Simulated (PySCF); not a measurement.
C$_{2}$H$_{4}$O$_{2}$, charge +3, doublet (typed; the unrestricted solution is spin-contaminated), geometry from GFN2-xTB of the parent state (a state made from the parent by changing its charge; the spin is typed, not shown lowest); TPSS/6-31G* run with PySCF.

Here is a job for PySCF.
```python
from pyscf import gto, scf, dft

mol = gto.Mole()
mol.atom = '''
    C    -1.32042707   -0.34233683    0.10969151
    C     0.16773184    0.07655207   -0.03935270
    O     1.01383999   -0.61812188    0.59301465
    O     0.22080451    1.02845262   -0.76494638
    H    -2.00780565    0.29290902   -0.45854172
    H    -1.37266535   -1.36484274   -0.28366076
    H    -1.54266230   -0.24051275    1.17890456
    H     1.96214867   -0.37549092    0.51671879
'''
mol.basis = '6-31g*'
mol.charge = 3
mol.spin = 1
mol.verbose = 4
mol.build()

mf = dft.UKS(mol)
mf.xc = 'tpss'
mf.kernel()
```

It wrote (shortened):

```
PySCF version 2.14.0

[INPUT] verbose = 4
[INPUT] num. atoms = 8
[INPUT] num. electrons = 29
[INPUT] charge = 3
[INPUT] spin (= nelec alpha-beta = 2S) = 1
[INPUT] symmetry False subgroup None
[INPUT] Mole.unit = angstrom
[INPUT] Symbol           X                Y                Z      unit          X                Y                Z       unit  Magmom
[...]
nuclear repulsion = 122.481326104595
number of shells = 32
number of NR pGTOs = 124
number of NR cGTOs = 64
basis = 6-31g*
ecp = {}

******** <class 'pyscf.dft.uks.UKS'> ********
method = UKS
initial guess = minao
damping factor = 0
level_shift factor = 0
DIIS = <class 'pyscf.scf.diis.CDIIS'>
diis_start_cycle = 1
diis_space = 8
diis_damp = 0
SCF conv_tol = 1e-09
SCF conv_tol_grad = None
SCF max_cycles = 50
direct_scf = True
direct_scf_tol = 1e-13
number electrons alpha = 15  beta = 14
XC library pyscf.dft.libxc version 7.1.2
    S. Lehtola, C. Steigemann, M. J. T. Oliveira, and M. A. L. Marques,  SoftwareX 7, 1–5 (2018)
XC functionals = tpss
    J. Tao, J. P. Perdew, V. N. Staroverov, and G. E. Scuseria,  Phys. Rev. Lett. 91, 146401 (2003)
    J. P. Perdew, J. Tao, V. N. Staroverov, and G. E. Scuseria,  J. Chem. Phys. 120, 6898 (2004)
    J. Tao, J. P. Perdew, V. N. Staroverov, and G. E. Scuseria,  Phys. Rev. Lett. 91, 146401 (2003)
    J. P. Perdew, J. Tao, V. N. Staroverov, and G. E. Scuseria,  J. Chem. Phys. 120, 6898 (2004)
radial grids:
    Treutler-Ahlrichs [JCP 102, 346 (1995); DOI:10.1063/1.469408] (M4) radial grids

becke partition: Becke, JCP 88, 2547 (1988); DOI:10.1063/1.454033
pruning grids: <function nwchem_prune>
grids dens level: 3
symmetrized grids: False
atomic radii adjust function: <function treutler_atomic_radii_adjust>
small_rho_cutoff = 0
Set gradient conv threshold to 3.16228e-05
tot grids = 95632
init E= -229.553319516803

cycle= 1 E= -226.775702442807  delta_E= 2.78  |g|= 0.616  |ddm|= 1.96
cycle= 2 E= -224.668282771424  delta_E= 2.11  |g|= 1.92  |ddm|= 1.91
cycle= 3 E= -226.606860573644  delta_E= -1.94  |g|= 0.875  |ddm|= 1.71
cycle= 4 E= -226.591439496075  delta_E= 0.0154  |g|= 0.831  |ddm|= 1.14
cycle= 5 E= -226.974857944902  delta_E= -0.383  |g|= 0.278  |ddm|= 0.751
cycle= 6 E= -226.690380894175  delta_E= 0.284  |g|= 0.652  |ddm|= 0.901
cycle= 7 E= -227.006688475705  delta_E= -0.316  |g|= 0.088  |ddm|= 0.888
cycle= 8 E= -227.010943870937  delta_E= -0.00426  |g|= 0.0505  |ddm|= 0.0828
cycle= 9 E= -227.012030805333  delta_E= -0.00109  |g|= 0.0307  |ddm|= 0.0433
[...]
cycle= 21 E= -227.011088397047  delta_E= -8.58e-06  |g|= 0.00301  |ddm|= 0.00901
cycle= 22 E= -227.011158819948  delta_E= -7.04e-05  |g|= 0.00151  |ddm|= 0.063
cycle= 23 E= -227.011110841027  delta_E= 4.8e-05  |g|= 0.00148  |ddm|= 0.0419
cycle= 24 E= -227.011082531135  delta_E= 2.83e-05  |g|= 0.00158  |ddm|= 0.034
cycle= 25 E= -227.01107635004  delta_E= 6.18e-06  |g|= 0.0015  |ddm|= 0.00742
cycle= 26 E= -227.011016095432  delta_E= 6.03e-05  |g|= 0.00269  |ddm|= 0.0483
cycle= 27 E= -227.011075009428  delta_E= -5.89e-05  |g|= 0.00147  |ddm|= 0.0467
cycle= 28 E= -227.011097190098  delta_E= -2.22e-05  |g|= 0.00129  |ddm|= 0.0264
cycle= 29 E= -227.011102866556  delta_E= -5.68e-06  |g|= 0.00134  |ddm|= 0.00701
cycle= 30 E= -227.011106877304  delta_E= -4.01e-06  |g|= 0.00131  |ddm|= 0.00468
cycle= 31 E= -227.011105459212  delta_E= 1.42e-06  |g|= 0.0013  |ddm|= 0.00169
cycle= 32 E= -227.011154393272  delta_E= -4.89e-05  |g|= 0.0023  |ddm|= 0.0468
cycle= 33 E= -227.011105839078  delta_E= 4.86e-05  |g|= 0.00132  |ddm|= 0.0463
cycle= 34 E= -227.011090991719  delta_E= 1.48e-05  |g|= 0.00139  |ddm|= 0.0178
cycle= 35 E= -227.011066283975  delta_E= 2.47e-05  |g|= 0.00169  |ddm|= 0.028
cycle= 36 E= -227.011097463273  delta_E= -3.12e-05  |g|= 0.0015  |ddm|= 0.0362
cycle= 37 E= -227.011110400595  delta_E= -1.29e-05  |g|= 0.00162  |ddm|= 0.0155
cycle= 38 E= -227.011111557492  delta_E= -1.16e-06  |g|= 0.00164  |ddm|= 0.00135
cycle= 39 E= -227.011117552689  delta_E= -6e-06  |g|= 0.00178  |ddm|= 0.00675
cycle= 40 E= -227.011097355793  delta_E= 2.02e-05  |g|= 0.00141  |ddm|= 0.024
cycle= 41 E= -227.01109397744  delta_E= 3.38e-06  |g|= 0.00134  |ddm|= 0.00433
cycle= 42 E= -227.011090091545  delta_E= 3.89e-06  |g|= 0.00132  |ddm|= 0.00483
cycle= 43 E= -227.011084744547  delta_E= 5.35e-06  |g|= 0.00137  |ddm|= 0.00638
cycle= 44 E= -227.010900001275  delta_E= 0.000185  |g|= 0.00442  |ddm|= 0.104
cycle= 45 E= -227.011080635715  delta_E= -0.000181  |g|= 0.00133  |ddm|= 0.0985
cycle= 46 E= -227.011069019305  delta_E= 1.16e-05  |g|= 0.00143  |ddm|= 0.0129
cycle= 47 E= -227.011075868507  delta_E= -6.85e-06  |g|= 0.00131  |ddm|= 0.00731
cycle= 48 E= -227.011024103551  delta_E= 5.18e-05  |g|= 0.00211  |ddm|= 0.0435
cycle= 49 E= -227.01102527925  delta_E= -1.18e-06  |g|= 0.00209  |ddm|= 0.000721
cycle= 50 E= -227.011106990244  delta_E= -8.17e-05  |g|= 0.00112  |ddm|= 0.0799
SCF not converged.
SCF energy = -227.011106990244 after 50 cycles  <S^2> = 0.86965708  2S+1 = 2.116277
```

The run did not converge; its last values are not results.
